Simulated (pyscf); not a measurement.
One four-centre exchange on the singlet surface with elements of a group swapped. ωB97M-D3(BJ)/def2-TZVP, kcal/mol, from the separated reactants. Optimised with ωB97X-D3(BJ)/def2-SVP in PySCF.

| step | barrier | reaction energy | imaginary mode (i cm⁻¹) |
|---|---|---|---|
| `[SH][SnH2][GeH3]` + `[H][H]` → `[GeH3][SnH3]` + `[SH2]` | … | … | 1583 |
| `[SH][SnH2][SnH3]` + `[H][H]` -> `[SnH3][SnH3]` + `[SH2]` | 51.2 | +8.2 | 1598 |

Problem. Complete the blanks.

Solution. 
- `[SH][SnH2][GeH3]` + `[H][H]` → `[GeH3][SnH3]` + `[SH2]`, barrier: 50.9
- `[SH][SnH2][GeH3]` + `[H][H]` → `[GeH3][SnH3]` + `[SH2]`, reaction energy: +8.1

Each row is the saddle that its search found. Elements up to Kr have no core potential and no relativistic terms here. Elements past Kr carry the def2 core potentials, without spin-orbit coupling.
